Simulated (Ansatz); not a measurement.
input.yaml (Ansatz)

```yaml
crystal:
  lattice:
    - [3.2454403008, 0.0, 0.0]
    - [-1.6227201504, 2.810633747, 0.0]
    - [0.0, 0.0, 5.1494233959]
  atoms:
    - { symbol: Zr, position: [0.3333333333, 0.6666666667, 0.25], spin: 1.0, spin_axis: [0, 0, 1] }
    - { symbol: Zr, position: [0.6666666667, 0.3333333333, 0.75], spin: 1.0, spin_axis: [0, 0, 1] }
hamiltonian:
  xc: r2scan
  pseudopotentials:
    kind: paw_fr
    azcp:
      Zr: "pseudopotentials/Zr.paw.azcp"
basis:
  ecutwfc: 500
  fft_grid_basis: typed
kpoints:
  mp_grid: { grid: [11, 11, 6], shift: [0, 0, 0] }
magnetization:
  noncollinear: true
  spin_orbit: true
scf:
  occupations: { method: fermi_dirac, width: 0.05 }
```

Terminal output

```
Engine: ansatz 0.2.0, aarch64-unknown-linux-gnu
Pseudopotentials: kind: paw_fr
Pseudopotential: Zr, paw_fr, valence charge 12, recommended cutoff 500 eV (meta_gga) 
Functional definition: r2SCAN
  parameter k0 = 0.174
  parameter k1 = 0.065
  parameter a1 = 4.9479
  exchange = r2scan_x(k0 = k0, k1 = k1, a1 = a1)
  correlation = r2scan_c
Crystal: 2 atoms, lattice volume = 46.972 Å³
Basis set: ecut = 500 eV, 1177 PW (Γ), exchange–correlation on 96×96×160 points (64 copies of the dense FFT grid, shifted against one another)
Bands: 32, of which v1, the nominal top of the filled ones, is band 24 counted from 1 (23 counted from 0)
Symmetry: 12 space group operations + 12 with time reversal
Magnetic group: BNS 194.270 (UNI 1500), of the structure as read, at distance tolerance 3.6e-5 Å
k-points: 64 of 726 (time reversal used)
Projection manifold: j_resolved (fully-relativistic pseudo-atomic orbitals)
Non-local potential: Zr, projectors of the file, l = 0: 3, l = 1: 4, l = 2: 4, l = 3: 4
PAW form: soft (Blöchl's): semilocal exchange-correlation on the pseudo side does not see the compensation charge
PAW frozen core: Zr, regenerated for the run's functional (the file was generated under x = pbe(κ = 0.804, μ = 0.2195149727645171), c = pbe(β = 0.06672455060314922))
PAW one-centre angular grid: Zr, 590 points (default); XC on 224 Gauss nodes
Initial density: superposition of atomic densities (chi_scale 0.1, normalization cell)
Starting moments: Σ|m| = 2 μB on 2 of 2 sites
Initial wavefunctions: pseudopotential atomic-orbital guess
Functional: x = r2scan, c = r2scan; τ floored in thin density (d = 2e-4 eV/Å³)
iter 1 solved again at ethr=2.61e-3 eV; its pass at ethr=3.10e-3 eV (dr2=6.26e-1 eV) is discarded
SCF iter   1: F=—  HF=-8379.716044 eV  |F-HF|=—  |Δ(HF+E_count)|=         —  Δρ=6.94e-2  dr2=6.39e-1  dr2_τ=4.29e-2  dr2_m=5.19e-1  ethr=2.61e-3  |M|=4.74e-1 ∫|m|=4.74e-1 μB  |m|>n=0.0e0 m-floor=0.0e0 τ_xc=1.8e-33  β_m=1.00  ⟨swp⟩=1.0  Hψ=12381  notcnv=0
SCF iter   2: F=—  HF=-8380.083688 eV  |F-HF|=—  |Δ(HF+E_count)|=   3.68e-1  Δρ=2.59e-2  dr2=3.95e-1  dr2_τ=3.52e-3  dr2_m=8.97e-3  ethr=2.61e-3  |M|=1.76e-1 ∫|m|=1.82e-1 μB  |m|>n=0.0e0 m-floor=0.0e0 τ_xc=5.2e-5  β_m=1.00  ⟨swp⟩=3.2  Hψ=4446  notcnv=0  defer=6  κ⁻¹=1.0e0(r=1)
SCF iter   3: F=—  HF=-8379.995486 eV  |F-HF|=—  |Δ(HF+E_count)|=   8.82e-2  Δρ=5.36e-3  dr2=7.68e-3  dr2_τ=2.67e-3  dr2_m=4.98e-4  ethr=1.65e-3  |M|=8.43e-2 ∫|m|=9.96e-2 μB  |m|>n=0.0e0 m-floor=0.0e0 τ_xc=2.6e-5  β_m=1.00  ⟨swp⟩=2.1  Hψ=4210  notcnv=0  defer=13  κ⁻¹=4.9e-3(r=2)
SCF iter   4: F=—  HF=-8379.999261 eV  |F-HF|=—  |Δ(HF+E_count)|=   3.77e-3  Δρ=2.97e-3  dr2=2.80e-3  dr2_τ=6.01e-5  dr2_m=1.12e-4  ethr=3.20e-5  |M|=4.60e-2 ∫|m|=6.08e-2 μB  |m|>n=0.0e0 m-floor=0.0e0 τ_xc=1.3e-5  β_m=1.00  ⟨swp⟩=2.1  Hψ=4086  notcnv=0  defer=11  κ⁻¹=1.6e-3(r=3)
SCF iter   5: F=—  HF=-8380.002614 eV  |F-HF|=—  |Δ(HF+E_count)|=   3.35e-3  Δρ=6.16e-4  dr2=4.65e-5  dr2_τ=7.77e-6  dr2_m=4.08e-5  ethr=1.16e-5  |M|=2.80e-2 ∫|m|=3.98e-2 μB  |m|>n=0.0e0 m-floor=0.0e0 τ_xc=7.1e-6  β_m=0.77  ⟨swp⟩=2.2  Hψ=3757  notcnv=0  defer=11
Mixer restart at iter 5: flushing history
spin-set hold released at iteration 5 (site moments contracting): the magnetisation degrees of freedom join the quasi-Newton model from the next iteration; the mixer history was flushed
SCF iter   6: F=—  HF=-8380.003760 eV  |F-HF|=—  |Δ(HF+E_count)|=   1.15e-3  Δρ=5.08e-4  dr2=2.11e-5  dr2_τ=4.01e-6  dr2_m=2.78e-5  ethr=1.94e-7  |M|=1.96e-2 ∫|m|=2.86e-2 μB  |m|>n=0.0e0 m-floor=0.0e0 τ_xc=4.3e-6  β_m=0.81  ⟨swp⟩=2.0  Hψ=3662  notcnv=0  defer=10  κ⁻¹=1.0e0(r=1)
SCF iter   7: F=—  HF=-8380.005382 eV  |F-HF|=—  |Δ(HF+E_count)|=   1.62e-3  Δρ=1.65e-4  dr2=8.89e-7  dr2_τ=3.39e-7  dr2_m=2.94e-6  ethr=8.81e-8  |M|=2.63e-3 ∫|m|=5.08e-3 μB  |m|>n=0.0e0 m-floor=0.0e0 τ_xc=6.3e-7  β_m=0.63  ⟨swp⟩=4.0  Hψ=5124  notcnv=0  defer=10  κ⁻¹=4.5e-2(r=2)
SCF iter   8: F=—  HF=-8380.005511 eV  |F-HF|=—  |Δ(HF+E_count)|=   1.29e-4  Δρ=3.29e-5  dr2=1.60e-7  dr2_τ=7.90e-9  dr2_m=1.17e-7  ethr=4.17e-10  |M|=5.45e-4 ∫|m|=1.41e-3 μB  |m|>n=0.0e0 m-floor=0.0e0 τ_xc=1.0e-7  β_m=0.43  ⟨swp⟩=4.0  Hψ=6782  notcnv=0  κ⁻¹=1.1e-2(r=3)
SCF iter   9: F=—  HF=-8380.005496 eV  |F-HF|=—  |Δ(HF+E_count)|=   1.51e-5  Δρ=2.22e-5  dr2=3.20e-8  dr2_τ=3.89e-9  dr2_m=5.30e-8  ethr=4.17e-10  |M|=8.79e-5 ∫|m|=7.11e-4 μB  |m|>n=0.0e0 m-floor=0.0e0 τ_xc=4.8e-8  β_m=0.52  ⟨swp⟩=3.0  Hψ=5370  notcnv=0  κ⁻¹=3.9e-4(r=4)
SCF iter  10: F=—  HF=-8380.005496 eV  |F-HF|=—  |Δ(HF+E_count)|=   2.53e-7  Δρ=1.14e-5  dr2=3.37e-9  dr2_τ=6.69e-10  dr2_m=1.40e-8  ethr=1.33e-10  |M|=4.60e-5 ∫|m|=3.42e-4 μB  |m|>n=0.0e0 m-floor=0.0e0 τ_xc=7.9e-9  β_m=1.20  ⟨swp⟩=3.0  Hψ=5378  notcnv=0  κ⁻¹=1.4e-4(r=5)
SCF iter  11: F=—  HF=-8380.005496 eV  |F-HF|=—  |Δ(HF+E_count)|=   7.21e-8  Δρ=1.87e-6  dr2=3.41e-10  dr2_τ=2.06e-11  dr2_m=3.79e-10  ethr=1.41e-11  |M|=6.43e-5 ∫|m|=1.02e-4 μB  |m|>n=0.0e0 m-floor=0.0e0 τ_xc=5.3e-10  β_m=0.86  ⟨swp⟩=3.8  Hψ=5562  notcnv=0  κ⁻¹=1.9e-5(r=6)
SCF iter  12: F=—  HF=-8380.005496 eV  |F-HF|=—  |Δ(HF+E_count)|=   5.51e-8  Δρ=9.60e-7  dr2=7.11e-11  dr2_τ=4.01e-12  dr2_m=1.00e-10  ethr=1.42e-12  |M|=2.22e-5 ∫|m|=4.44e-5 μB  |m|>n=0.0e0 m-floor=0.0e0 τ_xc=1.9e-10  β_m=0.63  ⟨swp⟩=3.0  Hψ=5402  notcnv=0  κ⁻¹=3.1e-6(r=7)
SCF iter  13: F=-8380.005496 eV  HF=-8380.005496 eV  |F-HF|=1.00e-10  |Δ(HF+E_count)|=   7.57e-9  Δρ=1.65e-7  dr2=5.56e-12  dr2_τ=5.17e-13  dr2_m=3.30e-12  ethr=1.00e-12  |M|=4.25e-6 ∫|m|=4.44e-6 μB  |m|>n=0.0e0 m-floor=0.0e0 τ_xc=3.2e-14  ⟨swp⟩=3.0  Hψ=5370  notcnv=0
WARN: the starting moments were not kept: the SCF closed with an absolute magnetisation of 4.4e-6 μB, where they sum to 2 μB in size (2 sites). That is at most 0.1 of that sum. Measured as dr2_m measures the in/out step, that magnetisation stands 3.5e-12 eV from none, at or under the dr2_threshold of 1.0e-7 eV: it is no larger than a step whose dr2_m would equal this threshold. The system may hold no moment; this SCF shows only that its start led to no more than that. To try another start: raise the starting moments (crystal.atoms[].spin, magnetization.per_species, magnetization.initial_magnetization, or on a non-collinear deck that types none of these the spinor_matrix: blocks that start its atoms; where the total moment is fixed, keep their sum and leave initial_magnetization as it is; typed ones take the place of any that the run laid by itself, positive ones on a crystal's lanthanoids without a Hubbard term where scf.initial_density.shell_occupations: [] is typed) or, if the notice of its spin-set hold's release reads "site moments contracting" or "site moments show no strong build", lengthen the hold (scf.mixing.spin_hold: { on: { confirm: 4 } }; for m-r²SCAN on two components see the key's manual first). Each may lead to a state that holds a moment. A second SCF, from the converged charge density, with the starting moments and any scf.initial_density.shell_occupations laid on it anew, would have followed, and was not run: the deck does not ask for one (magnetization.retry_lost_moments is false, the default). To let it run, set magnetization.retry_lost_moments: true and run the deck again, where that key's refused combinations let it; where memory then withholds it, that run's warning says so.
SCF 1 converged in 13 iterations: F = -8380.005496 eV  dr2 = 5.56e-12
SCF converged after 13 iterations
Stability not checked: this state was not tested for a lower state beside it, because the mixer in use, unlike msr1, does not test its closes by its own steps (another_mixer; see scf.mixing.algorithm and scf.lower_state_search)
Magnetization: |M| = 0.0000 μB,  M = (+0.0000, -0.0000, -0.0000) μB
Absolute magnetization: 0.0000 μB (∫|m|, with the PAW one-centre terms)
  site 0: m = (+0.0000, -0.0000, -0.0000) μB, |m| = 0.0000 μB  (R = 1.31 Å)
  site 1: m = (-0.0000, +0.0000, -0.0000) μB, |m| = 0.0000 μB  (R = 1.31 Å)
Free energy (F): -8380.005496 eV
Harris-Foulkes:  -8380.005496 eV  (|F-HF|=1.00e-10)
Internal energy: -8379.991911 eV  (E = F + TS)
E sigma→0 (E₀):  -8379.998704 eV
Entropy (-TS):   -0.013584 eV (-6.792 meV/atom)
Fermi energy:    13.916480 eV
--- Per-component energies (eV) ---
  E_band       = -216.486414
  E_kinetic    = 662.863353
  E_local      = -1257.509506  (includes V_loc(G=0)·N_el)
  E_nonlocal   = 160.008386
  E_hartree    = 387.967284
  E_xc         = -310.092685
  E_vxc        = -420.278193  (∫ρ·V_xc dr)
  E_paw        = -5931.933933  (= ΣΔE_a)
  E_vpaw       = -162.294265  (= ΣTr[D̂ρ^β])
  E_aug_tail   = 0.000018  (compensation charges beyond the density's cutoff)
  E_vtau       = 24.789217  (kinetic-family band-sum trace: ∫τ·v_τ [+ j·A + Jᵃ·Aᵃ] dr)
  E_ewald      = -2090.964967
  E_core_change = -0.329860  (= ΣΔE_core)
  E_smearing   = -0.013584  (= −TS)
  E_closure    = 0.000000  (closes the sum)
  Σ components = -8380.005496   (vs F -8380.005496, Δ=0.00e0)
```
